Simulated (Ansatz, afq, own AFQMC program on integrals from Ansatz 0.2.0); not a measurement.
Two steps: Ansatz 0.2.0 writes the Fock matrix and Cholesky factors of the valence space, and afq projects on them the lowest state that overlaps trial and start.

```yaml
crystal:
  periodic: [false, false, false]
  atoms:
    - {symbol: C, position_ang: [-1.083695, 1.360874, -0.424572]}
    - {symbol: Ge, position_ang: [0.096786, -0.129282, -0.681775]}
    - {symbol: C, position_ang: [0.818011, -0.802850, 0.985006]}
    - {symbol: F, position_ang: [-0.854301, -1.442053, -1.357052]}
    - {symbol: H, position_ang: [-1.275114, 2.099337, -1.209957]}
    - {symbol: H, position_ang: [-1.652477, 1.496347, 0.501611]}
    - {symbol: H, position_ang: [1.162670, 0.175888, -1.749083]}
    - {symbol: H, position_ang: [-0.002226, -1.044737, 1.676475]}
    - {symbol: H, position_ang: [1.467458, -0.050267, 1.456379]}
    - {symbol: H, position_ang: [1.405889, -1.714358, 0.805869]}
basis:
  gaussian: {orbitals: def2-TZVP}
magnetization: {spin_polarized: true, initial_magnetization: 1}
correlation: {method: ccsd_t, electrons: outside_noble_gas, hamiltonian_folder: ham}
```

```sh
$ ansatz run in.yaml --threads 1 --pin off --events-out ev --progress --plain --max-ram 24576MiB --backend cuda --devices 0, --max-vram 18GiB
```

afq runs on the folder ham with

```
--method phaseless --trial cisd --walkers 300 --populations 10 --least-time 60 --time-step 0.005 --steps-per-block 50 --equilibration-blocks 28 --max-blocks 4000 --target-error 0.0003 --factor-cut 1e-05 --start spin_pure --seed 6382 --release-times 0.21,0.42,0.63,0.9 --release-step 0.03 --release-every 5 --taylor-order 6
```

Times are imaginary, in 1/Eh. The walk had a cap of 393 s. With eight or more populations the least sampling time is a fifth of least-time, and the error comes from their spread. Filled inner d shells are frozen with the cores.

afq prints:

```
orbitals 160  electrons 13 12  factors 1180 of 1224
reference energy -2254.11650364 Eh
CCSD correlation -0.71785035 Eh in 13 cycles, weight of the determinant in the CISD state 0.8057
energy of the start -2254.833102 Eh
 block  time / (1/Eh)  mean weight  energy / Eh
     1     0.250  0.9978  -2254.814644
     2     0.500  1.0007  -2254.825330
     3     0.750  1.0005  -2254.834574
     4     1.000  0.9998  -2254.846577
     5     1.250  1.0011  -2254.849905
     8     2.000  1.0002  -2254.856898
    13     3.250  1.0000  -2254.855659
    25     6.250  1.0000  -2254.850715
    37     9.250  1.0006  -2254.856184
    45    11.250  0.9995  -2254.849058
    49    12.250  1.0008  -2254.861349
    61    15.250  1.0015  -2254.868014
    73    18.250  1.0026  -2254.861937
    85    21.250  1.0014  -2254.854998
    97    24.250  0.9995  -2254.855504
   109    27.250  0.9981  -2254.857334
   121    30.250  1.0005  -2254.868715
   133    33.250  0.9961  -2254.856792
   141    35.250  1.0011  -2254.874391
   145    36.250  1.0006  -2254.868208
   157    39.250  0.9992  -2254.858705
   169    42.250  0.9998  -2254.859742
   181    45.250  1.0011  -2254.858716
error from the spread of 10 populations
released: time / (1/Eh)  energy / Eh  error  mean overlap
  0.21  -2254.860091  0.000762  0.9881
  0.42  -2254.860502  0.001305  0.9816
  0.63  -2254.859255  0.001030  0.9808
  0.90  -2254.859468  0.001356  0.9757
energy -2254.860611 +/- 0.000752 Eh
(rows thinned)
```

The run passed its tests (sampling time, drift between the halves within three errors, error under three times the target), which doesn't prove that it has relaxed, ending at its cap on processor time.

Against this walk (error 20.5 meV) on the same determinant: CCSD(T) 79.3 meV higher. The error is statistical and leaves out the bias of the constraint. None of these is a sure reference here. Released to 0.90 1/Eh the energy moves by 31 ± 42 meV (both errors), within twice the noise.

Cautions: constraint bias not in the error; error above the target (20.5 against 8.2 meV); no relativity below Rb; no spin-orbit coupling; inner d shell frozen.

The walk took 6.6 min on 1 × NVIDIA H100 80GB HBM3 with 2 threads of AMD EPYC 7R13 Processor (Zen 3), on a shared host (the card was shared). The log's last line is the phaseless energy.
